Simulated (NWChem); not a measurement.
The numbers come from NWChem runs, not from measurements. System: Cl (+1), charge 1, spin multiplicity 3. Its SCF solution wasn't tested for a lower state. Level: UMP2/cc-pVDZ, 5 core orbitals frozen.

Part of the output:

```
             Northwest Computational Chemistry Package (NWChem) 7.3.0
             --------------------------------------------------------

                                NWChem Input Module
                                -------------------

 Scaling coordinates for geometry "geometry" by  1.889725989
 (inverse scale =  0.529177249)

                             Geometry "geometry" -> ""
                             -------------------------

 Output coordinates in angstroms (scale by  1.889725989 to convert to a.u.)

  No.       Tag          Charge          X              Y              Z
 ---- ---------------- ---------- -------------- -------------- --------------
    1 Cl                  17.0000     0.00000000     0.00000000     0.00000000

 Effective nuclear repulsion energy (a.u.)       0.0000000000

            Nuclear Dipole moment (a.u.)
            ----------------------------
        X                 Y               Z
 ---------------- ---------------- ----------------
     0.0000000000     0.0000000000     0.0000000000

      Symmetry information
      --------------------

 Group name             D2h
 Group number             26
 Group order               8
 No. of unique centers     1

      Symmetry unique atoms

     1


 Summary of "ao basis" -> "" (spherical)
 ------------------------------------------------------------------------------
       Tag                 Description            Shells   Functions and Types
 ---------------- ------------------------------  ------  ---------------------
 *                          cc-pvdz                   on all atoms

 Summary of "ao basis" -> "ao basis" (spherical)
 ------------------------------------------------------------------------------
       Tag                 Description            Shells   Functions and Types
 ---------------- ------------------------------  ------  ---------------------
 Cl                         cc-pvdz                  8       18   4s3p1d

                                 NWChem SCF Module
                                 -----------------

  ao basis        = "ao basis"
  functions       =    18
  atoms           =     1
  alpha electrons =     9
  beta  electrons =     7
  charge          =   1.00
  wavefunction    = UHF
  use symmetry    = T
  symmetry adapt  = T

 Summary of "ao basis" -> "ao basis" (spherical)
 ------------------------------------------------------------------------------
       Tag                 Description            Shells   Functions and Types
 ---------------- ------------------------------  ------  ---------------------
 Cl                         cc-pvdz                  8       18   4s3p1d

      Symmetry analysis of basis
      --------------------------

        ag          6
        au          0
        b1g         1
        b1u         3
        b2g         1
        b2u         3
        b3g         1
        b3u         3

 Forming initial guess at       0.0s

   Symmetry analysis of molecular orbitals - initial alpha
   -------------------------------------------------------

  Numbering of irreducible representations:

     1 ag          2 au          3 b1g         4 b1u         5 b2g
     6 b2u         7 b3g         8 b3u

  Orbital symmetries:

     1 ag          2 ag          3 b1u         4 b2u         5 b3u
     6 ag          7 b1u         8 b2u         9 b3u        10 b1u
    11 b2u        12 b3u        13 ag         14 b3g        15 ag
    16 b2g        17 b1g        18 ag

   Symmetry analysis of molecular orbitals - initial beta
   ------------------------------------------------------

  Numbering of irreducible representations:

     1 ag          2 au          3 b1g         4 b1u         5 b2g
     6 b2u         7 b3g         8 b3u

  Orbital symmetries:

     1 ag          2 ag          3 b1u         4 b2u         5 b3u
     6 ag          7 b3u         8 b1u         9 b2u        10 b3u
    11 b1u        12 b2u        13 ag         14 b2g        15 b1g
    16 ag         17 ag         18 b3g

 Starting SCF solution at       0.0s

 ----------------------------------------------
         Quadratically convergent UHF

 Convergence threshold     :          1.000E-07
 Maximum no. of iterations :          100
[...]
              MO Center= -1.8D-34,  3.5D-33, -5.9D-35, r^2= 1.2D+00
   Bfn.  Coefficient  Atom+Function         Bfn.  Coefficient  Atom+Function
  ----- ------------  ---------------      ----- ------------  ---------------
    12      0.558721  1 Cl py                 9      0.553189  1 Cl py

 Vector    9  Occ=0.000000D+00  E=-3.976081D-01  Symmetry=b1u
              MO Center=  2.6D-30,  1.7D-30,  1.8D-28, r^2= 1.2D+00
   Bfn.  Coefficient  Atom+Function         Bfn.  Coefficient  Atom+Function
  ----- ------------  ---------------      ----- ------------  ---------------
    13      0.558721  1 Cl pz                10      0.553189  1 Cl pz

 Vector   10  Occ=0.000000D+00  E= 3.983220D-01  Symmetry=b3u
              MO Center= -1.4D-20, -3.8D-22, -1.8D-22, r^2= 2.3D+00
   Bfn.  Coefficient  Atom+Function         Bfn.  Coefficient  Atom+Function
  ----- ------------  ---------------      ----- ------------  ---------------
    11      1.222552  1 Cl px                 8     -1.090119  1 Cl px
     5     -0.192169  1 Cl px

 center of mass
 --------------
 x =   0.00000000 y =   0.00000000 z =   0.00000000

 moments of inertia (a.u.)
 ------------------
           0.000000000000           0.000000000000           0.000000000000
           0.000000000000           0.000000000000           0.000000000000
           0.000000000000           0.000000000000           0.000000000000

  Mulliken analysis of the total density
  --------------------------------------

    Atom       Charge   Shell Charges
 -----------   ------   -------------------------------------------------------
    1 Cl  17    16.00   2.00  2.01  1.12  0.87  6.00  2.71  1.29  0.00

  Mulliken analysis of the alpha density
  --------------------------------------

    Atom       Charge   Shell Charges
 -----------   ------   -------------------------------------------------------
    1 Cl  17     9.00   1.00  1.00  0.57  0.42  3.00  2.06  0.94  0.00

   Mulliken analysis of the beta density
   -------------------------------------

    Atom       Charge   Shell Charges
 -----------   ------   -------------------------------------------------------
    1 Cl  17     7.00   1.00  1.00  0.54  0.45  3.00  0.65  0.35  0.00

   Mulliken analysis of the spin density
   -------------------------------------

    Atom       Charge   Shell Charges
 -----------   ------   -------------------------------------------------------
    1 Cl  17     2.00  -0.00  0.00  0.03 -0.03 -0.00  1.41  0.59 -0.00

       Multipole analysis of the density wrt the origin
       ------------------------------------------------

     L   x y z        total         alpha         beta         nuclear
     -   - - -        -----         -----         ----         -------
     0   0 0 0      1.000000     -9.000000     -7.000000     17.000000

     1   1 0 0     -0.000000     -0.000000     -0.000000      0.000000
     1   0 1 0     -0.000000      0.000000     -0.000000      0.000000
     1   0 0 1     -0.000000     -0.000000     -0.000000      0.000000

     2   2 0 0     -8.011405     -4.581528     -3.429877      0.000000
     2   1 1 0     -0.000000      0.000000     -0.000000      0.000000
     2   1 0 1      0.000000      0.000000      0.000000      0.000000
     2   0 2 0     -6.483066     -4.613111     -1.869955      0.000000
     2   0 1 1     -0.000000     -0.000000     -0.000000      0.000000
     2   0 0 2     -6.483066     -4.613111     -1.869955      0.000000

                   NWChem MP2 Semi-direct Energy/Gradient Module
                   ---------------------------------------------

  Basis functions       =     18
  Molecular orbitals    =     18
  Frozen core           =      5
  Frozen virtuals       =      0
  Active alpha occupied =      4
  Active beta occupied  =      2
  Active alpha virtual  =      9
  Active beta virtual   =     11
  Use MO symmetry       = T
  Use skeleton AO sym   = T

  AO/Fock/Back tols     =   1.0D-09  1.0D-09  1.0D-09

 GA uses MA = F    GA memory limited = T

 Available:
  local mem=  1.26D+08
 global mem=  1.44D+08
 local disk=  0.00D+00
  mp2_memr nvloc                     9
  nvloc new                     9
   1 passes of   4:        2097152                       1578                     21519.
   1 passes of   4: M    126155158           G      144178552           F     124058006.

 Semi-direct pass number   1 of   1  for UHF alpha       at        0.1s
  vrange nnbf                   171
  mp2_eaftype                    10  avail_ma_in_mb                  1099
 EAF : mp2_eaftype filesize          10      10759.
  mp2_eaf for mointskh                     10
Node 0 wrote      0.0 Mb in      0.0 s     Agg I/O rate:  1098.6 Mb/s
 Done moints_semi at        0.3s
  mp2_eaftype                    10  avail_ma_in_mb                  1089
 EAF : mp2_eaftype filesize          10      10759.
  mp2_eaf for kh                    10
 Done maket at        0.3s
 Done multipass loop at        0.3s

 GA uses MA = F    GA memory limited = T

 Available:
  local mem=  1.26D+08
 global mem=  1.44D+08
 local disk=  0.00D+00
  mp2_memr nvloc                    11
  nvloc new                    11
   1 passes of   2:        2097152                       1221                     13379.
   1 passes of   2: M    126155158           G      144178552           F     124058006.

 Semi-direct pass number   1 of   1  for UHF beta        at        0.3s
  vrange nnbf                   171
  mp2_eaftype                    10  avail_ma_in_mb                  1099
 EAF : mp2_eaftype filesize          10       6690.
  mp2_eaf for mointskh                     10
Node 0 wrote      0.0 Mb in      0.0 s     Agg I/O rate:  1197.0 Mb/s
 Done moints_semi at        0.5s
  mp2_eaftype                    10  avail_ma_in_mb                  1089
 EAF : mp2_eaftype filesize          10       6690.
  mp2_eaf for kh                    10
 Done maket at        0.5s
 Done multipass loop at        0.5s

          -------------------------------------------
          SCF energy                -459.036959050294
          Correlation energy          -0.087433010823
          Singlet pairs                0.000000000000
          Triplet pairs                0.000000000000
          Total MP2 energy          -459.124392061116
          -------------------------------------------

          ---------------------------------------------------
                    Spin Component Scaled (SCS) MP2
          Same spin pairs                     -0.021455921489
          Same spin scaling factor             0.333333333333
          Opposite spin pairs                 -0.065977089334
          Opposite spin scaling fact.          1.200000000000
          SCS-MP2 correlation energy          -0.086324481030
          Total SCS-MP2 energy              -459.123283531324
          ---------------------------------------------------

 -----------------------
 Performance information
 -----------------------

 Timer overhead =  9.69D-08 seconds/call

               Nr. of calls         CPU time (s)                 Wall time (s)                GFlops
             ---------------    -------------------     ------------------------------   -------------------
Name         Min   Avg   Max    Min     Avg     Max     Min     Avg     Max   Mx/calls   Min     Max     Sum
mp2: moin     2     2     2   0.35    0.35    0.35     0.35    0.35    0.35    0.18      0.0     0.0     0.0
mp2: make     2     2     2   5.61E-4 5.61E-4 5.61E-4  5.61E-4 5.61E-4 5.61E-4 2.80E-4   0.0     0.0     0.0
mp2: tota     1     1     1   0.37    0.37    0.37     0.37    0.37    0.37    0.37      0.0     0.0     0.0

 The average no. of pstat calls per process was 5.00D+00
 with a timing overhead of 4.85D-07s

 Task  times  cpu:        0.5s     wall:        0.5s

 Total times  cpu:        0.5s     wall:        0.5s
```

**Question.** Write an NWChem input that would produce this output.

**Answer.** One answer among several that fit: 
```
start mol
memory heap 200 mb stack 900 mb global 1100 mb
charge 1
geometry units angstroms nocenter noautoz
  Cl     0.000000     0.000000     0.000000
  symmetry group D2h
end
basis spherical
  * library cc-pvdz
end
scf
  uhf
  nopen 2
  maxiter 100
  thresh 1e-7
  semidirect memsize 60000000 filesize 0
  # guess.movecs holds the orbitals of an unrestricted PBE0 run
  vectors input guess.movecs output mol.movecs
end
mp2
  freeze core 5
end
task mp2 energy
```
